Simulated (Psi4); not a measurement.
# CH5AlF− (SMILES [CH3][AlH2-][F]): HSE06/6-311+G(d,p)

Aim: the vertical ionisation energy of CH5AlF− at HSE06/6-311+G**, from 2 runs. 

Program for the calculation: Psi4 1.11.

5 further runs of the same task are left out: 3 that didn't finish, 2 set aside as unsound or not needed.

## 1. The structure to begin with

The species is CH5AlF− (8 atoms), meant as a singlet with charge -1. As SMILES, `[CH3][AlH2-][F]`. Geometry: a GFN2-xTB relaxation, a rough one for these elements and not checked as a minimum.

Bond lengths: C1–Al2 2.053 Å, Al2–F3 1.699 Å, C1–H4 1.100 Å, C1–H5 1.100 Å, C1–H6 1.099 Å, Al2–H7 1.608 Å, Al2–H8 1.608 Å. Some angles: C1–Al2–F3 110.9°, C1–Al2–H7 109.8°, C1–Al2–H8 109.6°, F3–Al2–H7 107.8°, F3–Al2–H8 107.8°, Al2–C1–H4 114.6°, Al2–C1–H5 114.4°, Al2–C1–H6 111.6°, H7–Al2–H8 110.9°, H4–C1–H5 105.2°.

## 2. Energy and gradient at HSE06/6-311+G(d,p)

Input file calc.py:

```python
import psi4

psi4.set_memory('1600 MB')
psi4.set_num_threads(1)
psi4.set_output_file('output.dat', False)

geom = psi4.geometry("""
-1 1
C     -0.575050     0.862710    -0.276720
Al     0.520040    -0.795690     0.236950
F      1.350130    -0.544330     1.697650
H      0.017080     1.780430    -0.406020
H     -1.363150     1.127360     0.443400
H     -1.096970     0.721520    -1.233110
H      1.612240    -1.100940    -0.903200
H     -0.464320    -2.051050     0.441050
symmetry c1
""")

psi4.set_options({
    'basis': '6-311+G**',
    'puream': True,
    'e_convergence': 1e-09,
    'd_convergence': 1e-08,
    'scf_type': 'pk',
    'dft_radial_points': 99,
    'dft_spherical_points': 590,
})

energy_value = psi4.gradient('hse06')
print('gradient / Eh bohr^-1')
print(energy_value.np.round(6))
```

On the command line:

```
$ python calc.py
```

output.dat:

```text
[...]
  Running in c1 symmetry.
[...]
  Nuclear repulsion =  102.351408131466172
[...]
  Multiplicity = 1
[...]
  Nalpha       = 17
  Nbeta        = 17
[...]
    Number of basis functions: 104
[...]
   @RKS iter   1:  -382.86515467329582   -4.99863e-01   9.36406e-03 ADIIS/DIIS
[...]
   @RKS iter  11:  -383.31438504285563    8.07177e-12   4.30182e-09 DIIS
[...]
    Orbital Energies [Eh]
    ---------------------
    Doubly Occupied:
       1A    -55.892624     2A    -24.487366     3A     -9.993939
       4A     -3.919039     5A     -2.451230     6A     -2.448873
       7A     -2.448625     8A     -0.932012     9A     -0.495384
      10A     -0.246095    11A     -0.206454    12A     -0.204815
      13A     -0.186646    14A     -0.185438    15A     -0.156174
      16A     -0.071268    17A     -0.070026
[...]
  @RKS Final Energy:  -383.31438504285563
   => Energetics <=
    Nuclear Repulsion Energy =            102.3514081314661723
    One-Electron Energy =                -742.3694317041796467
    Two-Electron Energy =                 284.8240609312222205
    DFT Exchange-Correlation Energy =     -28.1204224013644364
    Empirical Dispersion Energy =           0.0000000000000000
    VV10 Nonlocal Energy =                  0.0000000000000000
    Total Energy =                       -383.3143850428556334
[...]
 Multipole Moments:
 ------------------------------------------------------------------------------------
     Multipole            Electronic (a.u.)      Nuclear  (a.u.)        Total (a.u.)
 ------------------------------------------------------------------------------------
 L = 1.  Multiply by 2.5417464519 to convert [e a0] to [Debye]
 Dipole X            :          4.2056639           -4.3768670           -0.1712030
 Dipole Y            :         -1.9246078            2.6364428            0.7118350
 Dipole Z            :          5.1167467           -4.8795998            0.2371470
 Magnitude           :                                                    0.7695831
[...]
  -Total Gradient:
     Atom            X                  Y                   Z
    ------   -----------------  -----------------  -----------------
       1       -0.000583841354    -0.000619180932    -0.001551854529
       2        0.014744125884    -0.008400116388     0.016675234619
       3       -0.010573180168    -0.004909866997    -0.019794701916
       4       -0.003156564783     0.000961242665    -0.000596224112
       5       -0.000300066688     0.002260121796    -0.002361969626
       6       -0.000133824001     0.002941568055     0.002019546771
       7       -0.005596499436     0.001305974600     0.006395383256
       8        0.005577569688     0.006468192749    -0.000814203429
[...]
```

On the terminal:

```text
gradient / Eh bohr^-1
[[-0.000584 -0.000619 -0.001552]
 [ 0.014744 -0.0084    0.016675]
 [-0.010573 -0.00491  -0.019795]
 [-0.003157  0.000961 -0.000596]
 [-0.0003    0.00226  -0.002362]
 [-0.000134  0.002942  0.00202 ]
 [-0.005596  0.001306  0.006395]
 [ 0.005578  0.006468 -0.000814]]
```

Wall time 50 s (1 thread of Intel Xeon Platinum 8488C (Sapphire Rapids), shared host); peak memory 0.78 GiB.

## 3. Doublet neutral CH5AlF, same level

Input file job.py:

```python
import psi4

psi4.set_memory('1600 MB')
psi4.set_num_threads(1)
psi4.core.set_output_file('run.log', False)

molecule = psi4.geometry("""
0 2
C
Al 1 2.052649
F 2 1.698787 1 110.87424
H 1 1.099794 2 114.60498 3 59.29225
H 1 1.09987 4 105.18737 2 126.4988
H 1 1.098643 4 105.1095 5 110.66272
H 2 1.608111 3 107.80905 1 120.1833
H 2 1.608276 7 110.94738 3 -117.80745
symmetry c1
no_reorient
no_com
""")

options = {'basis': '6-311+G**', 'reference': 'uks', 'puream': True, 'e_convergence': 1e-09, 'd_convergence': 1e-08, 'scf_type': 'pk', 'dft_radial_points': 99, 'dft_spherical_points': 590, 'maxiter': 200}
psi4.set_options(options)

result, w = psi4.gradient("HSE06", molecule=molecule, return_wfn=True)
psi4.oeprop(w, "QUADRUPOLE", "MAYER_INDICES", "LOWDIN_CHARGES")
print('gradient / Eh bohr^-1')
print(result.np.round(6))
print(f'energy = {w.energy():.10f} Eh')
```

On the command line:

```
$ python job.py
```

run.log, cut to the lines that bear on the results:

```text
[...]
  Running in c1 symmetry.
[...]
  Nuclear repulsion =  102.351401352483663
[...]
  Multiplicity = 2
[...]
  Nalpha       = 17
  Nbeta        = 16
[...]
    Number of basis functions: 104
[...]
   @UKS iter   1:  -382.74256436484342   -3.77291e-01   9.06288e-03 DIIS/ADIIS
[...]
   @UKS iter  20:  -383.15348328071985    3.01270e-12   2.60842e-09 DIIS
[...]
   @S^2 Observed:                7.578412161E-01
[...]
  @UKS Final Energy:  -383.15348328071985
   => Energetics <=
    Nuclear Repulsion Energy =            102.3514013524836628
    One-Electron Energy =                -734.6035686798304596
    Two-Electron Energy =                 276.9816426034540768
    DFT Exchange-Correlation Energy =     -27.8829585568271270
    Empirical Dispersion Energy =           0.0000000000000000
    VV10 Nonlocal Energy =                  0.0000000000000000
    Total Energy =                       -383.1534832807198541
[...]
  -Total Gradient:
     Atom            X                  Y                   Z
    ------   -----------------  -----------------  -----------------
       1       -0.000382549289    -0.005889610648     0.064619801251
       2        0.000396098488     0.005071807705    -0.035803002118
       3       -0.000064338392     0.001243156437     0.006663140882
       4        0.004341939965     0.002833902334    -0.019835479277
       5       -0.004228807785     0.002578051851    -0.019626085473
       6        0.000103840832    -0.003589738577    -0.016369211510
       7        0.009096796064    -0.001080508303     0.010148866255
       8       -0.009263071603    -0.001141388962     0.010184130374
[...]
 Multipole Moments:
 ------------------------------------------------------------------------------------
     Multipole            Electronic (a.u.)      Nuclear  (a.u.)        Total (a.u.)
[...]
```

On the terminal:

```text
gradient / Eh bohr^-1
[[-3.8300e-04 -5.8900e-03  6.4620e-02]
 [ 3.9600e-04  5.0720e-03 -3.5803e-02]
 [-6.4000e-05  1.2430e-03  6.6630e-03]
 [ 4.3420e-03  2.8340e-03 -1.9835e-02]
 [-4.2290e-03  2.5780e-03 -1.9626e-02]
 [ 1.0400e-04 -3.5900e-03 -1.6369e-02]
 [ 9.0970e-03 -1.0810e-03  1.0149e-02]
 [-9.2630e-03 -1.1410e-03  1.0184e-02]]
energy = -383.1534832807 Eh
```

Wall time 94 s (1 thread of Intel Xeon Platinum 8488C (Sapphire Rapids), shared host); peak memory 0.78 GiB.

## 4. Outcome

Level: HSE06/6-311+G**.

| quantity | value |
| --- | --- |
| singlet CH5AlF−: total energy | -383.31439 Eh |
| singlet CH5AlF−: HOMO energy | -1.91 eV |
| singlet CH5AlF−: LUMO energy | 3.54 eV |
| singlet CH5AlF−: HOMO–LUMO gap (to an unbound level, set by the basis) | 5.45 eV |
| singlet CH5AlF−: largest force on an atom | 1.223 eV/Å |
| doublet neutral CH5AlF: total energy | -383.15348 Eh |
| doublet neutral CH5AlF: dipole moment | 4.40 D |
| doublet neutral CH5AlF: HOMO energy (highest over α and β) | -7.42 eV |
| doublet neutral CH5AlF: LUMO energy (lowest over α and β) | -6.82 eV |
| doublet neutral CH5AlF: ⟨S²⟩ | 0.758 |
| doublet neutral CH5AlF: largest force on an atom | 3.337 eV/Å |
| vertical detachment energy (to the doublet neutral) | 4.378 eV |

The vertical ionisation energy comes to 4.38 eV (101 kcal/mol). The largest force (singlet CH5AlF−) is 1.22 eV/Å: the shape isn't a stationary point for this species at this level. −ε(HOMO) before ionisation, 1.91 eV, is 2.47 eV below this ionisation energy.
